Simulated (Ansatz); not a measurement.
A calculation with Ansatz (development build ahead of 0.2.0).

```yaml
crystal:
  periodic: [false, false, false]
  atoms:
    - { symbol: C, position_ang: [-1.00298, 0.69915, 0.51744] }
    - { symbol: C, position_ang: [1.0069, -0.71439, -0.51342] }
    - { symbol: H, position_ang: [-1.12268, 0.01162, 1.4202] }
    - { symbol: H, position_ang: [-0.54308, 1.68434, 0.69825] }
    - { symbol: H, position_ang: [-1.66206, 0.61367, -0.35474] }
    - { symbol: H, position_ang: [1.20454, -0.00412, -1.3329] }
    - { symbol: H, position_ang: [1.70884, -0.65242, 0.30785] }
    - { symbol: H, position_ang: [0.53332, -1.69211, -0.73717] }
basis:
  gaussian: { orbitals: def2-SVP }
total_charge: 1
magnetization:
  spin_polarized: true
  initial_magnetization: 1
hamiltonian:
  xc: hf
correlation:
  method: mp2
  frozen_orbitals: { C: 1, H: 0 }
output:
  forces: true
```

The input is written out in the form of the current development build from the run's settings.

The run gave:

```json
{"Converged": "yes", "Reference energy": "-78.76463 hartree", "Correlation energy": "-0.25247 hartree", "Total energy": "-79.01710 hartree", "Spin squared of the determinant": "0.755", "Stability test": "minimum"}
```

Forces (eV/Å):
```json
{"atom": "C1", "Fx": "0.274", "Fy": "-0.785", "Fz": "1.069"}
{"atom": "C2", "Fx": "-0.122", "Fy": "0.089", "Fz": "-0.686"}
{"atom": "H3", "Fx": "0.212", "Fy": "0.728", "Fz": "-1.385"}
{"atom": "H4", "Fx": "0.221", "Fy": "-0.382", "Fz": "-0.163"}
{"atom": "H5", "Fx": "0.176", "Fy": "-0.296", "Fz": "0.031"}
{"atom": "H6", "Fx": "-0.501", "Fy": "-0.100", "Fz": "0.183"}
{"atom": "H7", "Fx": "-0.083", "Fy": "0.070", "Fz": "0.692"}
{"atom": "H8", "Fx": "-0.177", "Fy": "0.677", "Fz": "0.259"}
```
